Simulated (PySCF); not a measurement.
One molecule, one basis, several functionals.

H4NP.
InChI=1S/H4NP/c1-2/h1H,2H3

PySCF, pcSseg-2 basis, density fitting, gas phase, PBE0-D3(BJ)/def2-SVP geometry. One functional is left out:

| functional | exact exchange (%) | HOMO energy (eV) | LUMO energy (eV) | dipole moment (D) |
| --- | --- | --- | --- | --- |
| B97-D | 0 | -5.54 | -0.68 | 2.761 |
| BLYP | 0 | -5.45 | -0.76 | 2.747 |
| BP86 | 0 | -5.67 | -0.83 | 2.764 |
| LDA | 0 | -5.68 | -1.03 | 2.859 |
| OPBE | 0 | -5.53 | -0.63 | 2.661 |
| PBE | 0 | -5.56 | -0.82 | 2.734 |
| B3LYP | 20 | -6.62 | -0.21 | 2.959 |
| B97-2 | 21 | -6.58 | 0.08 | 2.944 |
| mPW1PW91 | 25 | -6.87 | 0.08 | 2.983 |
| BHandHLYP | 50 | -8.04 | 0.85 | 3.215 |

Question: Predict the row of PBE0 (25 % exact exchange) by straight lines through the other rows, and check it.

Answer: 
```
         property   line  computed  computed − line  mPW1PW91 (25 %), for comparison
 HOMO energy (eV)  -6.82     -6.84            -0.02                            -6.87
 LUMO energy (eV)   0.05      0.07            +0.02                             0.08
dipole moment (D)  2.987     2.981           -0.006                            2.983
```

Question: Which of these properties follows the share of exact exchange most closely, and which least?

Answer: Most closely the HOMO energy, least the dipole moment; the correlations over the tabulated rows are HOMO energy -0.996, LUMO energy 0.978, dipole moment 0.957. The HOMO energy moves by -0.498 eV for every 10 %. Functionals with the same share still differ in their other parts: at 0 % BLYP and LDA differ by 0.23 eV in it.
